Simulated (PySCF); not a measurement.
Compound: cyanoallene, C4H3N.
Bonds: C1–C2 (double), C2–C3 (double), C3–C4, C4–N5 (triple). Hydrogens: H6, H7 on C1; H8 on C3.

Level: wB97X-D/pcSseg-2 in PySCF, non-relativistic, on one gas-phase PBE0-D3(BJ)/def2-TZVP geometry that isn't relaxed in the solvent. The solvent is an IEF-PCM continuum (cavity from Bondi-type radii × 1.2). The model holds no explicit solvent molecules, cavitation or dispersion.

Gas phase at wB97X-D/pcSseg-2: HOMO -10.03 eV, LUMO 0.35 eV, dipole 4.51 D.

Q: What does the continuum do to the energy, the frontier levels and the dipole at wB97X-D/pcSseg-2 in chloroform?

A: 
```json
{"solvent": "chloroform", "ε": "4.711", "E(solvent) − E(gas) (kcal/mol)": "-4.85", "polarisation term (kcal/mol)": "-5.74", "distortion of the solute (kcal/mol)": "0.89", "HOMO (eV)": "-9.95", "LUMO (eV)": "0.49", "dipole (D)": "5.58"}
```

The polarisation term is half the interaction of the solute with the surface charges that it induces; the rest is the cost of distorting the solute's density. The sum is the electrostatic part of solvation alone.

Q: Which radius a makes the point-dipole formula ΔE = −[(ε − 1)/(2ε + 1)]·μ²/a³ give the value in chloroform, with the gas-phase dipole?

A: μ = 1.776 au and |ΔE| = 0.00773 Eh give a = 2.78 Å; the farthest nucleus lies 2.99 Å from the centroid of the nuclei, so such a sphere wouldn't even hold the nuclei. The formula assumes a rigid point dipole at the centre of a sphere.

Time: 14 s; peak memory 0.88 GiB. Hardware: one thread, Intel Xeon 6975P-C (x86_64), no GPU, on a shared host. This is the whole shielding run at wB97X-D/pcSseg-2 in chloroform, SCF included.

wB97X-D is run here without its empirical dispersion term; that term would change no orbital, density or response property at a fixed geometry.
